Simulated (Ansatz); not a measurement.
`[AlH3-][NH2+][SiH3]`, charge 0, multiplicity 1.

Question: Give a relaxed structure at PBE0-D4/def2-TZVP (Ansatz 0.2.0). (Best estimate.)

Answer: Computed: 
```xyz
11

Al   -0.993    0.632    1.211
N    -0.014    0.541   -0.610
Si    0.939   -0.974   -0.700
H    -0.154   -0.528    1.946
H    -2.478    0.255    0.746
H    -0.688    2.141    1.650
H    -0.720    0.604   -1.336
H     0.568    1.370   -0.690
H     1.472   -1.113   -2.082
H     0.018   -2.087   -0.398
H     2.051   -0.843    0.262
```
This is one stationary point; other conformers may exist.
